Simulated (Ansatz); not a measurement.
**SiF₄, singlet in STO-3G: errors against full CI**

Geometry: MP2(full)/6-31G*, from the G2/97 set.

```xyz
5

Si    0.0000    0.0000    0.0000
F     0.9128    0.9128    0.9128
F    -0.9128   -0.9128    0.9128
F    -0.9128    0.9128   -0.9128
F     0.9128   -0.9128   -0.9128
```

Basis STO-3G; Ansatz 0.2.0. Correlated methods freeze the noble-gas cores, which leaves 32 electrons in 20 orbitals. Prefix R: restricted or restricted open-shell reference. Active spaces: frontier = (8e, 8o) about the gap.

Full CI is exact within this basis and frozen core; it isn't the basis-set limit.

- UHF ⟨S²⟩: 0.000
- T1 diagnostic (RCCSD): 0.0100
- largest doubles amplitude (RCCSD): 0.035

| level | E − E(RHF) (eV) |
| --- | --- |
| RMP2 | -2.3811 |
| RCCSD | -2.8122 |
| RCCSD(T) | -2.9924 |

Task: Estimate how far full CI in STO-3G lies from RCCSD(T). The table doesn't fix it; the size of (T) and the diagnostics are the guide.

Result: Full CI in STO-3G lies 0.65 kcal/mol below RCCSD(T), which is 16 % of the (T) step (-4.15 kcal/mol). The diagnostics are small and one determinant leads, so the series closes fast and only a small part of (T) is left.

The other levels:

```csv
level,E − E(full CI) (kcal/mol),share of correlation (%),wall time
CISD,6.37,90.86,0.52 s
BCCD(T),0.58,99.17,0.34 s
RCCSDT,0.14,99.79,–
CISDTQ,0.20,99.72,1.5 s
RCCSDT(Q),-0.04,100.06,1.9 s
RCCSDTQ,-0.01,100.01,83 s
CASSCF (frontier space),32.15,53.84,–
NEVPT2 (frontier space),6.50,90.67,4 s
MRCISD (frontier space),2.10,96.98,–
MRCISD+Q (frontier space),1.10,98.42,4.8 s
```

The correlation energy at full CI, counted from RHF, is -3.021 eV. That run took 23 s on 1 thread of AMD EPYC 7R13, shared host over 5,871,393 determinants.

Times hold each run's SCF and search for its determinant on a shared host, so for small cases they say little of a method's own cost; they ran on 1 thread of AMD EPYC 7R13.

The full-CI state has the irrep A1 of C2v, in the program's axes (one component, if the state is degenerate).

Natural occupations of full CI about the gap: 1.995 1.988 1.971 1.971 1.971 0.048 0.030 0.030 0.030; effectively unpaired electrons, Σ n²(2−n)², 0.03.

Atomization energy (electronic, same basis, no zero-point term; atoms at the same level, unrestricted beside the R rows where the molecule is a closed shell, with restricted open-shell steps beyond CCSDT(Q)) at full CI: 1397.6 kJ/mol. Errors of other levels:

```csv
level,error (kJ/mol)
RHF,-256.2
RMP2,-45.7
CISD,-26.6
RCCSD,-20.1
RCCSD(T),-2.7
BCCD(T),-2.4
RCCSDT,-0.6
CISDTQ,-0.8
RCCSDT(Q),0.2
RCCSDTQ,0.0
```

This basis is far from its limit, so the value isn't to be set against a measured one. Truncated CI isn't size-consistent, which counts against it in atomization.
